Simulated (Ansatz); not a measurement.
**BHS (quintet): from Hartree-Fock to the top rungs, 6-31G**

How much of the correlation energy of BHS (quintet) does each wave-function method recover here?

Program: Ansatz 0.2.0, Gaussian basis. Level of theory: 6-31G, core rule «outside noble gas», up to 6 orbitals frozen. These are calculated values, not measurements.

The runs, in order: UHF; CCSD(T) on ROHF; CCSD(T) on UHF; BCCD(T) on ROHF; CISD; CCSDT(Q) on ROHF; CCSDT(Q) on UHF; CCSDTQ on ROHF; CCSDTQ on UHF; CASSCF and MRCISD+Q, 10 electrons in 9 orbitals; CASSCF and MRCISD+Q(relaxed), 10 electrons in 9 orbitals; CASSCF and NEVPT2, 10 electrons in 9 orbitals; Full CI.

6 further runs of the same task are left out: 6 set aside as unsound or not needed.

### 1 The geometry

The geometry is a PBE0/def2-TZVP stationary point (not a proven minimum) of the parent state, kept for this charge and spin.

3 atoms, charge 0, spin multiplicity 5.

Atoms are counted from 1 here; the program's logs count them from 0.

Bond lengths: B1–S2 1.710 Å, S2–H3 1.369 Å. Angles: B1–S2–H3 103.8°.

### 2 UHF

The input, in.yaml:

```yaml
crystal:
  periodic: [false, false, false]
  atoms:
    - {symbol: B, position_ang: [0.000000, 0.089300, 1.293314]}
    - {symbol: S, position_ang: [0.000000, -0.068618, -0.409085]}
    - {symbol: H, position_ang: [0.000000, 1.225097, -0.857906]}
basis:
  gaussian: {orbitals: 6-31G}
magnetization: {spin_polarized: true, initial_magnetization: 4}
hamiltonian: {xc: hf}
output: {orbitals: {seedname: orbitals}}
```

Command:

```bash
> ansatz run in.yaml --threads 1 --pin off --events-out ev --progress --plain --max-ram 4096MiB --backend cpu
```

After this run come: CCSD(T) on ROHF; CCSD(T) on UHF; BCCD(T) on ROHF; CISD; CCSDT(Q) on ROHF; CCSDT(Q) on UHF; CCSDTQ on ROHF; CCSDTQ on UHF; CASSCF and MRCISD+Q, 10 electrons in 9 orbitals; CASSCF and MRCISD+Q(relaxed), 10 electrons in 9 orbitals; CASSCF and NEVPT2, 10 electrons in 9 orbitals; Full CI.

Q: Predict the results of all the runs planned. Wanted: FCI below the RHF energy; RMP2 from FCI; UMP2 from FCI; RCCSD from FCI; RCCSD(T) from FCI; UCCSD(T) from FCI; RCCSDT(Q) from FCI; UCCSDT(Q) from FCI; NEVPT2 valence from FCI.

As calculated:

```
                          quantity                                                                                                                                                           value
          FCI below the RHF energy                                                                                                                                                      -2.1118 eV
                     RMP2 from FCI                                                                                                                                                 +12.47 kcal/mol
                     UMP2 from FCI                                                                                                                                                 +12.25 kcal/mol
                    RCCSD from FCI                                                                                                                                                  +0.95 kcal/mol
                 RCCSD(T) from FCI                                                                                                                                                  +0.26 kcal/mol
                 UCCSD(T) from FCI                                                                                                                                                  +0.24 kcal/mol
                RCCSDT(Q) from FCI                                                                                                                                                   0.00 kcal/mol
                UCCSDT(Q) from FCI                                                                                                                                                  -0.01 kcal/mol
           NEVPT2 valence from FCI                                                                                                                                                  +6.65 kcal/mol
         MRCISD+Q valence from FCI                                                                                                                                                  +0.23 kcal/mol
MRCISD+Q(relaxed) valence from FCI                                                                                                                                                  +0.04 kcal/mol
 levels within 1 kcal/mol (43 meV)  RCCSD, UCCSD, RCCSD(T), UCCSD(T), BCCD(T), RCCSDT, UCCSDT, RCCSDT(Q), UCCSDT(Q), RCCSDTQ, UCCSDTQ, MRCISD valence, MRCISD+Q valence, MRCISD+Q(relaxed) valence
                     T1 diagnostic                                                                                                                                                           0.020
    effectively unpaired electrons                                                                                                                                                            4.02
```

What this shows: RCCSD(T) lands +0.26 kcal/mol from the yardstick (0.5 % of the correlation energy). One determinant dominates. Of the multireference levels listed MRCISD+Q(relaxed) valence comes nearest in total energy (+0.04 kcal/mol), which doesn't show that its space is the better one. These misses are within one basis, not against nature; the frozen cores of restricted and unrestricted runs differ, which can shift their rows.
